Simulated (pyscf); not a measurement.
Structures and frequencies: ωB97X-D3(BJ)/def2-SVP in PySCF. MP2 and CC: frozen core, UHF for open shells. ΔMP2 is the change of the MP2 total energy from the triple- to the quadruple-zeta basis.

Task: Estimate the classical barrier height and the reaction energy of HC≡C–CH₃ + HBr → H₂C=C=CH₂ + HBr at CCSD(T)/def2-TZVPP + ΔMP2(QZVPP). The step runs on the singlet surface, breaks C–H, Br–H and forms C–H, Br–H; take the separated reactants as zero.

Result: ΔE‡ = 30.0 kcal/mol, ΔE = +1.3 kcal/mol. Zero-point energy shifts the barrier by -0.5 kcal/mol. It is a concerted two-bond exchange, with an imaginary mode of 861i cm⁻¹. On the reactant side the descent ends in a complex, 4.3 kcal/mol under the separated species and 32.0 kcal/mol under the saddle at ωB97X-D3(BJ)/def2-TZVP. At ωB97X-D3(BJ)/def2-TZVP the barrier from the zero used here is 27.7 kcal/mol. One saddle was located; it need not be the lowest between these sides. The CCSD(T) − MP2 part came from Ansatz, without density fitting, on the same reference. The frozen core leaves the outer d or s,p core shells of the metals and heavy elements correlated in the MP2 and CC values, and def2-TZVPP describes them poorly, which can shift differences by a few kcal/mol. Elements up to Kr have no core potential and no relativistic terms here.
